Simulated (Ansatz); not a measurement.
# P2H+ (triplet): from Hartree-Fock to the top rungs, cc-pVDZ

How much of the correlation energy of P2H+ (triplet) does each wave-function method recover here?

Program: Ansatz 0.2.0, Gaussian basis. Level of theory: cc-pVDZ, core rule «outside noble gas», up to 10 orbitals frozen. These are calculated values, not measurements.

The runs, in order: UHF; CCSD(T) on ROHF; CCSD(T) on UHF; BCCD(T) on ROHF; CISD; CCSDT(Q) on ROHF; CCSDT(Q) on UHF; CCSDTQ on ROHF; CCSDTQ on UHF; CASSCF and MRCISD+Q, 10 electrons in 9 orbitals; CASSCF and NEVPT4(SD), 10 electrons in 9 orbitals; CASSCF and NEVPT2, 10 electrons in 9 orbitals.

5 further runs of the same task are left out: 5 set aside as unsound or not needed.

### Step 1. The geometry

The geometry is a PBE0/def2-TZVP stationary point (not a proven minimum) of the parent state, kept for this charge and spin.

3 atoms, charge 1, spin multiplicity 3.

Atoms are counted from 1 here; the program's logs count them from 0.

Bond lengths: P1–P2 1.991 Å, P1–H3 1.433 Å. Angles: P2–P1–H3 97.2°.

### Step 2. UHF

Contents of in.yaml:

```yaml
crystal:
  periodic: [false, false, false]
  atoms:
    - {symbol: P, position_ang: [0.000000, -0.076741, 0.973875]}
    - {symbol: P, position_ang: [0.000000, 0.033358, -1.013963]}
    - {symbol: H, position_ang: [0.000000, 1.333150, 1.231888]}
basis:
  gaussian: {orbitals: cc-pVDZ}
total_charge: 1
magnetization: {spin_polarized: true, initial_magnetization: 2}
hamiltonian: {xc: hf}
output: {orbitals: {seedname: orbitals}}
```

Launch:

```console
> ansatz run in.yaml --threads 1 --pin off --events-out ev --progress --plain --max-ram 4096MiB --backend cpu
```

Further steps of the session: CCSD(T) on ROHF; CCSD(T) on UHF; BCCD(T) on ROHF; CISD; CCSDT(Q) on ROHF; CCSDT(Q) on UHF; CCSDTQ on ROHF; CCSDTQ on UHF; CASSCF and MRCISD+Q, 10 electrons in 9 orbitals; CASSCF and NEVPT4(SD), 10 electrons in 9 orbitals; CASSCF and NEVPT2, 10 electrons in 9 orbitals.

Q: Predict the results of all the runs planned. Wanted: UCCSDTQ below the RHF energy; RMP2 from UCCSDTQ; UMP2 from UCCSDTQ; RCCSD from UCCSDTQ; RCCSD(T) from UCCSDTQ; UCCSD(T) from UCCSDTQ; RCCSDT(Q) from UCCSDTQ; UCCSDT(Q) from UCCSDTQ; NEVPT2 valence from UCCSDTQ.

The runs gave:

| quantity | value |
| --- | --- |
| UCCSDTQ below the RHF energy | -6.0817 eV |
| RMP2 from UCCSDTQ | +124.6 kJ/mol |
| UMP2 from UCCSDTQ | +127.4 kJ/mol |
| RCCSD from UCCSDTQ | +25.2 kJ/mol |
| RCCSD(T) from UCCSDTQ | +5.5 kJ/mol |
| UCCSD(T) from UCCSDTQ | +5.6 kJ/mol |
| RCCSDT(Q) from UCCSDTQ | +0.1 kJ/mol |
| UCCSDT(Q) from UCCSDTQ | +0.1 kJ/mol |
| NEVPT2 valence from UCCSDTQ | +101.1 kJ/mol |
| NEVPT4(SD) valence from UCCSDTQ | +10.5 kJ/mol |
| MRCISD+Q valence from UCCSDTQ | +1.7 kJ/mol |
| levels within 1 kcal/mol (43 meV) | RCCSDT, UCCSDT, RCCSDT(Q), UCCSDT(Q), RCCSDTQ, MRCISD+Q valence |
| T1 diagnostic | 0.026 |
| effectively unpaired electrons | 2.04 |

**Reading.** RCCSD(T) misses by +5.5 kJ/mol, 0.9 % of the correlation energy. One determinant dominates. Of the multireference levels listed MRCISD+Q valence comes nearest in total energy (+1.7 kJ/mol), which doesn't show that its space is the better one. Coupled cluster took another determinant than the lowest Hartree-Fock one. These misses are within one basis, not against nature; the frozen cores of restricted and unrestricted runs differ, which can shift their rows.
